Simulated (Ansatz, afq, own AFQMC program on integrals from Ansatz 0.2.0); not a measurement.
## AFQMC, coupled cluster and functionals along a coordinate of Si2H2, singlet

```yaml
atoms:
  - { symbol: Si, position_ang: [0.0000, 0.0641, 1.0054] }
  - { symbol: Si, position_ang: [0.0000, -0.0046, -1.0948] }
  - { symbol: H, position_ang: [0.0000, -0.3818, 2.4302] }
  - { symbol: H, position_ang: [0.0000, -1.2748, 0.0623] }
```

The Si1–H3 distance is changed with both sides rigid. Energies in kJ/mol count from this geometry (1.493 Å) at the same level; the start stands on RHF, each point on the determinant named.

Basis cc-pVDZ. Noble-gas cores (and the filled d shells of Ga–Kr and In–Xe) are frozen. Integrals, coupled cluster, full CI and functionals: Ansatz 0.2.0; the random walks run on the same integrals in our own AFQMC program. The CISD trial takes its coefficients from CCSD amplitudes. Released means that phaseless walkers are propagated on without the constraint, phases kept. Error bars are statistical, one sigma.

Cautions, each for one point or more: (T) is large; CCSDT(Q) on the RHF determinant differs, by its state or its frozen core; cluster runs in doubt by the program's own checks; higher spins were not checked; raised T1 diagnostic; restricted determinant unstable towards unrestricted; strong correlation; the search met a lower determinant of the same kind, perhaps of another symmetry, and this one is a saddle point; unrestricted determinant spin contaminated; walk and cluster series may follow different spin states.

```tsv
r(Si1–H3) / Å	det.	T1	weight	⟨S²⟩	r2SCAN	PBE	CCSD(T)
1.663	RHF	0.020	0.83	pure	15.4	11.9	17.1
2.045	RHF	0.023	0.81	pure	111.1	100.4	113.2
2.712	RHF	0.037	0.73	pure	244.0§	243.8§	238.6
4.131	UHF¶	0.028	0.84	1.05	286.7§	282.5§	280.5
```

(1) Estimate the curve of CCSDT(Q), counted from the same start.

Answers

(1) 
```
r(Si1–H3) / Å  det.     T1  weight  ⟨S²⟩  CCSDT(Q)  ph-AFQMC/CISD  released AFQMC
        1.663   RHF  0.020    0.83  pure      16.8     14.7 ± 2.3     21.8 ± 2.5*
        2.045   RHF  0.023    0.81  pure     111.6    112.2 ± 2.4    118.0 ± 3.0*
        2.712   RHF  0.037    0.73  pure     235.4    245.8 ± 3.4               –
        4.131  UHF¶  0.028    0.84  1.05     279.9    275.5 ± 2.5    276.6 ± 3.2*
```

Weight is that of the determinant in the CISD state; at the start T1 is 0.019 and the weight 0.84. ¶ marks points with a poor determinant and no full CI, where no value is sure; they don't count among the departures. An asterisk marks released energies that aren't shown to be converged. A dash marks a missing value, a released energy that hasn't settled or a functional that sits on another state. § marks a functional whose ⟨S²⟩ is too high by over 0.1. Largest departures from CCSDT(Q), at the points where its series has closed: CCSD(T) 1.6 kJ/mol at 2.045 (on RHF), ph-AFQMC/CISD -2.0 kJ/mol at 1.663 (on RHF) (within the noise), r2SCAN -1.4 kJ/mol at 1.663, PBE -11.2 kJ/mol at 2.045. Functionals count only at points shown to share the start's state and spin. In this small basis the wave-function levels are far from their limit, so their gap to the functionals isn't the functionals' error. In total energy ph-AFQMC/CISD lies 48 ± 16 meV above CCSDT(Q) at the start, so its agreement along the curve rests in part on cancellation.

A walk keeps the symmetry of its determinant, which the program's search chose and which needn't be the lowest solution, so a lower state of the same spin and another symmetry isn't excluded.
